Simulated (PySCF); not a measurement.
# S2: from the state search to spectroscopic constants, part 2 of 2

PySCF 2.14.0; S x2c-TZVPPall; spin-free X2C with a Gaussian nucleus. Earlier steps stand in the parts before.

## 8. r²SCANh (hybrid meta-GGA)

Log of the SCF at 1.889 Å:

```text
[... 13 set-up lines left out, the same as in an earlier log ...]
max_memory 2100 MB (current use 636 MB)
[... 3 set-up lines left out, the same as in an earlier log ...]
XC functionals = HYB_MGGA_XC_R2SCANH
    M. Bursch, H. Neugebauer, S. Ehlert, and S. Grimme.,  J. Chem. Phys. 156, 134105 (2022)
[... 2 set-up lines left out, the same as in an earlier log ...]
init E= -798.514549397577
cycle= 1 E= -798.515126598017  delta_E= -0.000577  |g|= 0.0077  |ddm|= 0.0688
cycle= 2 E= -798.515137058578  delta_E= -1.05e-05  |g|= 0.00406  |ddm|= 0.00901
cycle= 3 E= -798.51514344058  delta_E= -6.38e-06  |g|= 0.00184  |ddm|= 0.0043
cycle= 4 E= -798.515144889927  delta_E= -1.45e-06  |g|= 0.000293  |ddm|= 0.00134
cycle= 5 E= -798.515144852034  delta_E= 3.79e-08  |g|= 0.000438  |ddm|= 0.000702
cycle= 6 E= -798.515144973641  delta_E= -1.22e-07  |g|= 2.23e-05  |ddm|= 0.000381
cycle= 7 E= -798.515144974039  delta_E= -3.98e-10  |g|= 5.3e-06  |ddm|= 3.14e-05
Extra cycle  E= -798.515144974049  delta_E= -9.66e-12  |g|= 3.64e-06  |ddm|= 9.66e-06
converged SCF energy = -798.515144974049  <S^2> = 2.0133238  2S+1 = 3.0088695
```

Re = 1.890 Å, ωe = 744 cm⁻¹, ωexe = 2.48 cm⁻¹, αe = 0.00145 cm⁻¹, Be = 0.2953 cm⁻¹, De = 4.67 eV. 27 s of CPU time for 12 points, integrals apart.

## 9. revPBE

Output of the SCF at 1.889 Å:

```text
[... 17 set-up lines left out, the same as in an earlier log ...]
XC functionals = PBE_R,PBE
    Y. Zhang and W. Yang.,  Phys. Rev. Lett. 80, 890 (1998)
[... 4 set-up lines left out, the same as in an earlier log ...]
init E= -798.443355581138
cycle= 1 E= -798.444575687855  delta_E= -0.00122  |g|= 0.00577  |ddm|= 0.0481
cycle= 2 E= -798.444592172206  delta_E= -1.65e-05  |g|= 0.00356  |ddm|= 0.0123
cycle= 3 E= -798.444597255455  delta_E= -5.08e-06  |g|= 0.00126  |ddm|= 0.00411
cycle= 4 E= -798.444597521955  delta_E= -2.67e-07  |g|= 0.00084  |ddm|= 0.00145
cycle= 5 E= -798.444597672071  delta_E= -1.5e-07  |g|= 0.00066  |ddm|= 0.00119
cycle= 6 E= -798.444597935286  delta_E= -2.63e-07  |g|= 0.000191  |ddm|= 0.00069
cycle= 7 E= -798.444597954801  delta_E= -1.95e-08  |g|= 9.56e-06  |ddm|= 0.000155
cycle= 8 E= -798.44459795485  delta_E= -4.89e-11  |g|= 6.97e-07  |ddm|= 7.96e-06
Extra cycle  E= -798.44459795485  delta_E=    0  |g|= 7.3e-07  |ddm|= 1.31e-06
converged SCF energy = -798.44459795485  <S^2> = 2.0050899  2S+1 = 3.0033914
```

Re = 1.918 Å, ωe = 695 cm⁻¹, ωexe = 2.54 cm⁻¹, αe = 0.00151 cm⁻¹, Be = 0.2868 cm⁻¹, De = 4.73 eV. 9.5 s of CPU time for 12 points, integrals apart.

## 10. M06-2X (hybrid meta-GGA)

Output of the SCF at 1.889 Å:

```text
[... 17 set-up lines left out, the same as in an earlier log ...]
XC functionals = M062X
    Y. Zhao and D. G. Truhlar.,  Theor. Chem. Acc. 120, 215 (2008)
    Y. Zhao and D. G. Truhlar.,  Theor. Chem. Acc. 120, 215 (2008)
[... 2 set-up lines left out, the same as in an earlier log ...]
init E= -798.550568726085
cycle= 1 E= -798.553539720191  delta_E= -0.00297  |g|= 0.0189  |ddm|= 0.0912
cycle= 2 E= -798.553599580371  delta_E= -5.99e-05  |g|= 0.00451  |ddm|= 0.0115
cycle= 3 E= -798.553603786342  delta_E= -4.21e-06  |g|= 0.00093  |ddm|= 0.00304
cycle= 4 E= -798.553604323099  delta_E= -5.37e-07  |g|= 0.000421  |ddm|= 0.00162
cycle= 5 E= -798.553604396392  delta_E= -7.33e-08  |g|= 7.65e-05  |ddm|= 0.000407
cycle= 6 E= -798.553604398374  delta_E= -1.98e-09  |g|= 5.19e-05  |ddm|= 0.000127
cycle= 7 E= -798.553604399913  delta_E= -1.54e-09  |g|= 1.18e-05  |ddm|= 5.34e-05
cycle= 8 E= -798.5536044  delta_E= -8.73e-11  |g|= 1.72e-06  |ddm|= 1.36e-05
Extra cycle  E= -798.553604400004  delta_E= -3.75e-12  |g|= 9.36e-07  |ddm|= 2.82e-06
converged SCF energy = -798.553604400004  <S^2> = 2.011005  2S+1 = 3.0073277
```

Re = 1.885 Å, ωe = 762 cm⁻¹, ωexe = 2.42 cm⁻¹, αe = 0.00139 cm⁻¹, Be = 0.2967 cm⁻¹, De = 4.52 eV.

## 11. B97-3

Log of the SCF at 1.889 Å:

```text
[... 13 set-up lines left out, the same as in an earlier log ...]
max_memory 2100 MB (current use 634 MB)
[... 3 set-up lines left out, the same as in an earlier log ...]
XC functionals = HYB_GGA_XC_B97_3
    T. W. Keal and D. J. Tozer.,  J. Chem. Phys. 123, 121103 (2005)
[... 2 set-up lines left out, the same as in an earlier log ...]
init E= -798.478377898584
cycle= 1 E= -798.478568962282  delta_E= -0.000191  |g|= 0.00507  |ddm|= 0.0234
cycle= 2 E= -798.478577013769  delta_E= -8.05e-06  |g|= 0.00397  |ddm|= 0.0067
cycle= 3 E= -798.478583439785  delta_E= -6.43e-06  |g|= 0.00062  |ddm|= 0.00278
cycle= 4 E= -798.478583654595  delta_E= -2.15e-07  |g|= 0.0002  |ddm|= 0.000714
cycle= 5 E= -798.478583660848  delta_E= -6.25e-09  |g|= 0.000146  |ddm|= 0.000299
cycle= 6 E= -798.478583673568  delta_E= -1.27e-08  |g|= 2.61e-05  |ddm|= 0.000139
cycle= 7 E= -798.47858367398  delta_E= -4.12e-10  |g|= 2.23e-06  |ddm|= 2.49e-05
Extra cycle  E= -798.478583673984  delta_E= -3.98e-12  |g|= 1.72e-06  |ddm|= 4.41e-06
converged SCF energy = -798.478583673984  <S^2> = 2.0091649  2S+1 = 3.0061038
```

Re = 1.897 Å, ωe = 733 cm⁻¹, ωexe = 2.42 cm⁻¹, αe = 0.00145 cm⁻¹, Be = 0.2929 cm⁻¹, De = 4.66 eV.

## 12. LC-ωPBE (range-separated hybrid)

Log of the SCF at 1.889 Å:

```text
[... 17 set-up lines left out, the same as in an earlier log ...]
XC functionals = LC_WPBE
    O. A. Vydrov and G. E. Scuseria.,  J. Chem. Phys. 125, 234109 (2006)
[... 2 set-up lines left out, the same as in an earlier log ...]
init E= -798.338959112368
cycle= 1 E= -798.341445830058  delta_E= -0.00249  |g|= 0.0143  |ddm|= 0.0821
cycle= 2 E= -798.34158372833  delta_E= -0.000138  |g|= 0.00473  |ddm|= 0.0207
cycle= 3 E= -798.341600146342  delta_E= -1.64e-05  |g|= 0.00171  |ddm|= 0.00482
cycle= 4 E= -798.341604098062  delta_E= -3.95e-06  |g|= 0.000472  |ddm|= 0.00315
cycle= 5 E= -798.34160436132  delta_E= -2.63e-07  |g|= 0.000167  |ddm|= 0.000554
cycle= 6 E= -798.341604388737  delta_E= -2.74e-08  |g|= 3.21e-05  |ddm|= 0.000211
cycle= 7 E= -798.341604389628  delta_E= -8.91e-10  |g|= 1.5e-05  |ddm|= 5.5e-05
Extra cycle  E= -798.341604389651  delta_E= -2.34e-11  |g|= 1.49e-05  |ddm|= 2.34e-05
converged SCF energy = -798.341604389651  <S^2> = 2.020204  2S+1 = 3.0134392
```

Re = 1.863 Å, ωe = 809 cm⁻¹, ωexe = 2.21 cm⁻¹, αe = 0.00129 cm⁻¹, Be = 0.3039 cm⁻¹, De = 4.25 eV.

## 13. ROHF (mean field)

The SCF at the reference distance, 1.889 Å, printed:

```text
******** <class 'pyscf.scf.hf_symm.SymAdaptedROHF'> ********
method = SymAdaptedROHF
[... 11 set-up lines left out, the same as in an earlier log ...]
max_memory 2100 MB (current use 685 MB)
num. doubly occ = 15  num. singly occ = 2
Overwritten attributes  get_jk get_occ get_k get_hcore get_j  of <class 'pyscf.scf.hf_symm.SymAdaptedROHF'>
[... 1 set-up line left out, the same as in an earlier log ...]
init E= -797.234259609537
cycle= 1 E= -797.234381081166  delta_E= -0.000121  |g|= 0.0382  |ddm|= 0.147
cycle= 2 E= -797.234600766872  delta_E= -0.00022  |g|= 0.00765  |ddm|= 0.0185
cycle= 3 E= -797.234621493907  delta_E= -2.07e-05  |g|= 0.00337  |ddm|= 0.00695
cycle= 4 E= -797.234624474054  delta_E= -2.98e-06  |g|= 0.000758  |ddm|= 0.00155
cycle= 5 E= -797.234624894377  delta_E= -4.2e-07  |g|= 0.000107  |ddm|= 0.000896
cycle= 6 E= -797.234624899642  delta_E= -5.27e-09  |g|= 6.52e-05  |ddm|= 0.000122
cycle= 7 E= -797.234624901056  delta_E= -1.41e-09  |g|= 2.94e-05  |ddm|= 6.29e-05
cycle= 8 E= -797.234624901385  delta_E= -3.29e-10  |g|= 2.27e-06  |ddm|= 2.39e-05
Extra cycle  E= -797.234624901387  delta_E= -2.16e-12  |g|= 1.11e-06  |ddm|= 2.05e-06
converged SCF energy = -797.234624901387
```

Re = 1.862 Å, ωe = 820 cm⁻¹, ωexe = 2.23 cm⁻¹, αe = 0.00128 cm⁻¹, Be = 0.3042 cm⁻¹, De = 2.11 eV. 6.2 s of CPU time for 12 points, integrals apart.

## 14. Correlated methods on the Hartree–Fock reference

Reference: ROHF; core orbitals frozen: 10.

The coupled-cluster run at the reference distance, 1.889 Å, printed:

```text
******** <class 'pyscf.cc.uccsd.UCCSD'> ********
CC2 = 0
CCSD nocc = (np.int64(7), np.int64(5)), nmo = (74, 74)
frozen orbitals [[0, 1, 2, 3, 4, 5, 6, 7, 8, 9], [0, 1, 2, 3, 4, 5, 6, 7, 8, 9]]
max_cycle = 80
direct = 0
conv_tol = 1e-07
conv_tol_normt = 1e-05
diis_space = 8
diis_start_cycle = 0
diis_start_energy_diff = 1e+09
max_memory 2100 MB (current use 824 MB)
Init t2, MP2 energy = -0.329330019976779
Init E_corr(UCCSD) = -0.337459669843061
cycle = 1  E_corr(UCCSD) = -0.342089963408606  dE = -0.00463029357  norm(t1,t2) = 0.0763906
cycle = 2  E_corr(UCCSD) = -0.352915816302553  dE = -0.0108258529  norm(t1,t2) = 0.0225621
cycle = 3  E_corr(UCCSD) = -0.352953147501617  dE = -3.73311991e-05  norm(t1,t2) = 0.00749629
cycle = 4  E_corr(UCCSD) = -0.354001231804005  dE = -0.0010480843  norm(t1,t2) = 0.00282685
cycle = 5  E_corr(UCCSD) = -0.353979701454492  dE = 2.15303495e-05  norm(t1,t2) = 0.000509921
cycle = 6  E_corr(UCCSD) = -0.353957509346676  dE = 2.21921078e-05  norm(t1,t2) = 0.000134023
cycle = 7  E_corr(UCCSD) = -0.353961351011852  dE = -3.84166518e-06  norm(t1,t2) = 4.44836e-05
cycle = 8  E_corr(UCCSD) = -0.353961561346645  dE = -2.10334793e-07  norm(t1,t2) = 8.21329e-06
cycle = 9  E_corr(UCCSD) = -0.353961393842395  dE = 1.6750425e-07  norm(t1,t2) = 2.57527e-06
cycle = 10  E_corr(UCCSD) = -0.35396139965266  dE = -5.81026482e-09  norm(t1,t2) = 6.06639e-07
UCCSD converged
E(UCCSD) = -797.5885863010398  E_corr = -0.3539613996526597
UCCSD(T) correction = -0.0203859238343915
```

Correlation energy (eV) along the bond:

```csv
R (Å),MP2,SCS-MP2,CCSD,CCSD(T),T1
1.625,-8.843,-8.581,n/a,n/a,n/a
1.700,-8.919,-8.652,-9.442,-9.935,0.018
1.776,-9.010,-8.734,-9.511,-10.027,0.018
1.832,-9.088,-8.802,-9.569,-10.103,0.018
1.889,-9.176,-8.877,-9.632,-10.187,0.019
1.946,-9.272,-8.959,-9.699,-10.276,0.019
2.021,-9.415,-9.080,-9.795,-10.404,0.019
2.116,-9.618,-9.248,-9.924,-10.577,0.019
2.229,-9.893,-9.475,-10.088,-10.799,0.020
2.380,-10.314,-9.818,n/a,n/a,n/a
```

ROHF-MP2: Re = 1.909 Å, ωe = 699 cm⁻¹, ωexe = 3.24 cm⁻¹, αe = 0.00170 cm⁻¹, Be = 0.2893 cm⁻¹, De = 4.57 eV.

ROHF-SCS-MP2: Re = 1.901 Å, ωe = 723 cm⁻¹, ωexe = 2.96 cm⁻¹, αe = 0.00159 cm⁻¹, Be = 0.2918 cm⁻¹, De = 4.26 eV.

ROHF-CCSD: Re = 1.893 Å, ωe = 746 cm⁻¹, ωexe = 2.52 cm⁻¹, αe = 0.00145 cm⁻¹, Be = 0.2942 cm⁻¹, De = 3.83 eV.

ROHF-CCSD(T): Re = 1.905 Å, ωe = 718 cm⁻¹, ωexe = 2.70 cm⁻¹, αe = 0.00154 cm⁻¹, Be = 0.2905 cm⁻¹, De = 4.12 eV.

## 15. All curves

Energy (eV) from each level's lowest point:

```csv
R (Å),ROHF,ROHF-MP2,ROHF-SCS-MP2,ROHF-CCSD,ROHF-CCSD(T),PBE,revPBE,r²SCAN,r²SCANh,PBE0,B97-3,M06-2X,LC-ωPBE
1.625,1.632,1.965,1.928,n/a,n/a,1.981,2.031,1.869,1.816,1.798,1.887,1.806,1.606
1.700,0.657,0.913,0.882,0.847,0.908,0.933,0.967,0.849,0.809,0.796,0.859,0.796,0.650
1.776,0.154,0.319,0.297,0.274,0.313,0.334,0.353,0.281,0.256,0.248,0.286,0.244,0.155
1.832,0.004,0.091,0.079,0.067,0.087,0.098,0.108,0.072,0.059,0.055,0.073,0.052,0.006
1.889,0.000,0.000,0.000,0.000,0.000,0.000,0.001,0.000,0.000,0.000,0.000,0.000,0.000
1.946,0.108,0.012,0.026,0.041,0.019,0.006,0.000,0.033,0.047,0.052,0.033,0.057,0.104
2.021,0.382,0.142,0.179,0.219,0.164,0.134,0.119,0.197,0.229,0.242,0.199,0.256,0.369
2.116,0.866,0.424,0.495,0.574,0.475,0.424,0.399,0.531,0.588,0.612,0.539,0.640,0.839
2.229,1.568,0.850,0.970,1.112,0.955,0.884,0.848,1.042,1.128,1.167,1.064,1.216,1.524
2.380,2.591,1.453,1.651,n/a,n/a,1.576,1.527,1.796,1.923,1.986,1.851,2.067,2.522
```

## 16. Results

What follows sums up all 2 parts.

Lowest PBE0 solution found, without spin–orbit coupling: ³Σg⁻ (triplet), unpaired electrons π ↑↑. State 2 has its PBE0 minimum 0.23 eV higher, as a spin-mixed determinant (⟨S²⟩ = 1.01), so this is no gap between pure states. State 3 has its PBE0 minimum 1.08 eV higher. State 4 has its PBE0 minimum 4.02 eV higher. The other levels ran on the lowest alone.

```csv
level,Re (Å),ωe (cm⁻¹),De (eV)
ROHF,1.862,820,2.11
ROHF-MP2,1.909,699,4.57
ROHF-SCS-MP2,1.901,723,4.26
ROHF-CCSD,1.893,746,3.83
ROHF-CCSD(T),1.905,718,4.12
PBE,1.913,701,4.99
revPBE,1.918,695,4.73
r²SCAN,1.897,729,4.81
r²SCANh,1.890,744,4.67
PBE0,1.887,751,4.62
B97-3,1.897,733,4.66
M06-2X,1.885,762,4.52
LC-ωPBE,1.863,809,4.25
measured,1.8892,725.65,n/a
```

De is counted to S + S in their ground configurations.

Measured values: Huber and Herzberg, Constants of Diatomic Molecules, 1979.

Differences from the measured constants:

```csv
level,Re (mÅ),ωe (%)
ROHF,-27,+13.0
ROHF-MP2,+20,-3.7
ROHF-SCS-MP2,+12,-0.4
ROHF-CCSD,+4,+2.8
ROHF-CCSD(T),+16,-1.1
PBE,+24,-3.5
revPBE,+28,-4.2
r²SCAN,+8,+0.5
r²SCANh,+1,+2.6
PBE0,-2,+3.5
B97-3,+8,+1.1
M06-2X,-4,+5.0
LC-ωPBE,-26,+11.5
```

Time per point (s) on 1 thread, shared host (CPU time, shared integrals of 0.35 s apart; correlated levels include their reference; CCSD comes with the CCSD(T) run); the times are rough: ROHF 0.52, ROHF-MP2 1.1, ROHF-SCS-MP2 1.1, ROHF-CCSD(T) 35, PBE 1.2, revPBE 0.79, r²SCAN 1.8, r²SCANh 2.2, PBE0 2.1, B97-3 1.2, M06-2X 2.2, LC-ωPBE 1.8.

Cheap and still within 10 mÅ and 2.5 % of the measured constants: r²SCAN (1.8 s), B97-3 (1.2 s), against 35 s for the dearest run.

**Reading.** Judged by the measured constants: best bond length r²SCANh (+1 mÅ), worst revPBE (+28 mÅ); best wavenumber ROHF-SCS-MP2 (-0.4 %), worst ROHF (+13.0 %). Hartree–Fock falls on the short and stiff side, its usual fault. PBE gives a bond that is too long and too soft, as GGAs tend to. Among the levels with a De in the table, it runs from 2.11 eV (ROHF) to 4.99 eV (PBE).

Correlated steps freeze 10 core orbitals.
